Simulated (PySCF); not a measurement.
PySCF input (HF/def2-TZVP):

```python
import numpy as np, basis_set_exchange as bse
from pyscf import gto, scf, dft, df
from pyscf.prop.nmr import rhf as nmr

basis = {'C': gto.basis.parse(bse.get_basis('def2-TZVP', elements=['C'], fmt='nwchem')), 'F': gto.basis.parse(bse.get_basis('def2-TZVP', elements=['F'], fmt='nwchem')), 'H': gto.basis.parse(bse.get_basis('def2-TZVP', elements=['H'], fmt='nwchem'))}
mol = gto.M(
    atom='''
    C     0.00053452    0.00126565    0.33943617
    H     0.00225136    0.00533085    1.42969220
    F     0.00598628    1.25541479   -0.13307438
    F     1.08434551   -0.63379114   -0.12772827
    F    -1.09093829   -0.62305973   -0.12434282
    ''',
    basis=basis,
    charge=0,
    verbose=4,
    max_memory=7359,
)
mf = scf.RHF(mol)
mf.conv_tol = 1e-9
mf.max_cycle = 100
print('smallest overlap eigenvalue', np.linalg.eigvalsh(mol.intor('int1e_ovlp'))[0])
mf.kernel()
dip = mf.dip_moment()
n = nmr.NMR(mf)
n.verbose = 2
n.max_cycle_cphf = 60
sigma = n.kernel()
for i, x in enumerate(sigma):
    print(mol.atom_symbol(i), i + 1, round(x.trace() / 3, 3))
```

Output:

```
PySCF version 2.14.0

[INPUT] verbose = 4
[INPUT] num. atoms = 5
[INPUT] num. electrons = 34
[INPUT] charge = 0
[INPUT] spin (= nelec alpha-beta = 2S) = 0
[INPUT] symmetry False subgroup None
[INPUT] Mole.unit = angstrom
[INPUT] Symbol           X                Y                Z      unit          X                Y                Z       unit  Magmom
[INPUT]  1 C      0.000534520000   0.001265650000   0.339436170000 AA    0.001010096408   0.002391731870   0.641441398071 Bohr   0.0
[INPUT]  2 H      0.002251360000   0.005330850000   1.429692200000 AA    0.004254453808   0.010073846511   2.701726700427 Bohr   0.0
[INPUT]  3 F      0.005986280000   1.255414790000  -0.133074380000 AA    0.011312429705   2.372390125828  -0.251474132396 Bohr   0.0
[INPUT]  4 F      1.084345510000  -0.633791140000  -0.127728270000 AA    2.049116038302  -1.197691674776  -0.241371448664 Bohr   0.0
[INPUT]  5 F     -1.090938290000  -0.623059730000  -0.124342820000 AA   -2.061574586901  -1.177412248945  -0.234973875356 Bohr   0.0

nuclear repulsion = 133.129740290281
number of shells = 48
number of NR pGTOs = 192
number of NR cGTOs = 130
basis = {'C': [[0, [13575.349682, 0.00022245814352], [2035.233368, 0.0017232738252], [463.22562359, 0.0089255715314], [131.20019598, 0.035727984502], [42.853015891, 0.11076259931], [15.584185766, 0.24295627626]], [0, [6.2067138508, 0.41440263448], [2.5764896527, 0.23744968655]], [0, [0.57696339419, 1.0]], [0, [0.22972831358, 1.0]], [0, [0.095164440028, 1.0]], [1, [34.697232244, 0.0053333657805], [7.9582622826, 0.035864109092], [2.3780826883, 0.14215873329], [0.81433208183, 0.34270471845]], [1, [0.28887547253, 0.46445822433]], [1, [0.10056823671, 0.24955789874]], [2, [1.097, 1.0]], [2, [0.318, 1.0]], [3, [0.761, 1.0]]], 'F': [[0, [35479.100441, 0.00021545014888], [5318.4728983, 0.0016700686527], [1210.4810975, 0.0086733211476], [342.8551814, 0.035049933175], [112.01943181, 0.11165320133], [40.714740248, 0.25988506647]], [0, [16.039678111, 0.3942296688], [6.503818674, 0.24998238551]], [0, [1.5440477509, 1.0]], [0, [0.61223452862, 1.0]], [0, [0.24027979698, 1.0]], [1, [80.233900483, 0.0063685999134], [18.594010743, 0.04430314353], [5.6867902653, 0.16867248708], [1.9511006294, 0.36166346255]], [1, [0.66970211298, 0.44202901491]], [1, [0.2165130041, 0.2431987573]], [2, [3.107, 1.0]], [2, [0.855, 1.0]], [3, [1.917, 1.0]]], 'H': [[0, [34.061341, 0.0060251978], [5.1235746, 0.045021094], [1.1646626, 0.20189726]], [0, [0.32723041, 1.0]], [0, [0.10307241, 1.0]], [1, [0.8, 1.0]]]}
ecp = {}
smallest overlap eigenvalue 0.0020515485222852557

******** <class 'pyscf.scf.hf.RHF'> ********
method = RHF
initial guess = minao
damping factor = 0
level_shift factor = 0
DIIS = <class 'pyscf.scf.diis.CDIIS'>
diis_start_cycle = 1
diis_space = 8
diis_damp = 0
SCF conv_tol = 1e-09
SCF conv_tol_grad = None
SCF max_cycles = 100
direct_scf = True
direct_scf_tol = 1e-13
Set gradient conv threshold to 3.16228e-05
Initial guess from minao.
init E= -337.376695871912
  HOMO = -0.454432683036107  LUMO = 0.181655768998471  gap/eV = 17.30885
cycle= 1 E= -336.773918787551  delta_E= 0.603  |g|= 0.89  |ddm|= 1.58
  HOMO = -0.62981828469792  LUMO = 0.118208113439721  gap/eV = 20.35484
cycle= 2 E= -336.879893600664  delta_E= -0.106  |g|= 0.546  |ddm|= 0.68
  HOMO = -0.609917685113203  LUMO = 0.159645521757433  gap/eV = 20.94088
cycle= 3 E= -336.923007468149  delta_E= -0.0431  |g|= 0.0567  |ddm|= 0.21
  HOMO = -0.596453864973231  LUMO = 0.165837657675553  gap/eV = 20.74301
cycle= 4 E= -336.923920648754  delta_E= -0.000913  |g|= 0.0186  |ddm|= 0.0519
  HOMO = -0.599431572862105  LUMO = 0.166093712474343  gap/eV = 20.83100
cycle= 5 E= -336.924046446664  delta_E= -0.000126  |g|= 0.00371  |ddm|= 0.0217
  HOMO = -0.599388888288786  LUMO = 0.165953180900974  gap/eV = 20.82602
cycle= 6 E= -336.924054266446  delta_E= -7.82e-06  |g|= 0.000748  |ddm|= 0.00502
  HOMO = -0.599289525642114  LUMO = 0.166111857712966  gap/eV = 20.82763
cycle= 7 E= -336.924054538496  delta_E= -2.72e-07  |g|= 0.000149  |ddm|= 0.000889
  HOMO = -0.599271021053454  LUMO = 0.166123191488079  gap/eV = 20.82744
cycle= 8 E= -336.924054549844  delta_E= -1.13e-08  |g|= 2.99e-05  |ddm|= 0.000196
  HOMO = -0.599267316616213  LUMO = 0.166126356656481  gap/eV = 20.82742
cycle= 9 E= -336.924054550303  delta_E= -4.58e-10  |g|= 6.39e-06  |ddm|= 4.09e-05
  HOMO = -0.599267140531715  LUMO = 0.16612679371551  gap/eV = 20.82743
Extra cycle  E= -336.924054550322  delta_E= -1.97e-11  |g|= 2.61e-06  |ddm|= 6.91e-06
converged SCF energy = -336.924054550322
Dipole moment(X, Y, Z, Debye):  0.00291,  0.00690,  1.85087
C 1 82.023
H 2 26.284
F 3 297.641
F 4 297.641
F 5 297.641
```
